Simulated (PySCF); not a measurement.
TDDFT excited states: BH6PSi

Compound: BH6PSi.
Bonds: B1–P2, P2–Si3. Hydrogens: H4, H5 on B1; H6 on P2; H7, H8, H9 on Si3.

Computed with TDDFT PBE0/def2-SVPD, vertical, gas phase, core orbitals frozen in the response in PySCF. Geometry: PBE0-D3(BJ)/def2-SVP, one conformer, isolated molecule.

Question: What does the calculation give for the low-lying excited states?

Answer: 

| state | E (eV) | ν̃ (cm⁻¹) | f | main configurations (H = HOMO, L = LUMO) |
| --- | --- | --- | --- | --- |
| S1 | 4.73 | 38180 | 0.086 | H→L (92%) |
| S2 | 5.68 | 45850 | 0.047 | H-1→L (91%) |
| S3 | 6.10 | 49180 | 0.017 | H-2→L (87%) |
| S4 | 6.28 | 50610 | 0.023 | H→L+1 (88%), H→L+3 (8%) |
| S5 | 6.54 | 52790 | 0.063 | H→L+2 (81%) |
| S6 | 6.69 | 53970 | 0.022 | H→L+3 (82%), H→L+2 (10%) |
| S7 | 6.99 | 56400 | 0.0022 | H-3→L (85%) |
| S8 | 7.24 | 58380 | 0.072 | H→L+4 (86%) |
| S9 | 7.33 | 59160 | 0.019 | H-4→L (95%) |
| S10 | 7.60 | 61290 | 0.022 | H→L+5 (80%) |

Triplets, Tamm–Dancoff:

```json
{"state": "T1", "E (eV)": "3.34", "λ (nm)": "371.6", "main configurations (H = HOMO, L = LUMO)": "H→L (98%)"}
{"state": "T2", "E (eV)": "5.02", "λ (nm)": "246.9", "main configurations (H = HOMO, L = LUMO)": "H-1→L (93%)"}
{"state": "T3", "E (eV)": "5.40", "λ (nm)": "229.7", "main configurations (H = HOMO, L = LUMO)": "H-2→L (84%), H-3→L (12%)"}
{"state": "T4", "E (eV)": "5.69", "λ (nm)": "217.7", "main configurations (H = HOMO, L = LUMO)": "H→L+2 (72%), H→L+3 (13%)"}
```

The lowest singlet lies at 4.73 eV (262 nm, ultraviolet) and is of moderate strength; its leading configuration is HOMO→LUMO (92%). The lowest level is also the most intense of those listed (f = 0.086). Löwdin shares by element: HOMO phosphorus 58%, boron 18%, silicon 10%, hydrogen 6% or more; LUMO boron 48%, phosphorus 24%, hydrogen 8% or more, silicon 8%. The oscillator strengths of these states sum to 0.372; summed over the whole spectrum of an exact calculation they would give the number of electrons, 40 (Thomas–Reiche–Kuhn). Orbital energies (eV): HOMO-3 -10.01, HOMO-2 -9.61, HOMO-1 -8.95, HOMO -7.39, LUMO -1.80, LUMO+1 0.22, LUMO+2 0.33. Weighted by f, the mean energy of these states is 6.23 eV. All these states lie below the vertical ionisation energy of 9.37 eV (ΔSCF). Only the lowest 10 singlets were computed, as vertical energies without vibronic structure.

Time: 13 s of wall time; peak memory 0.51 GiB. Hardware: one thread of an Arm Neoverse V2, no GPU, on a shared host.
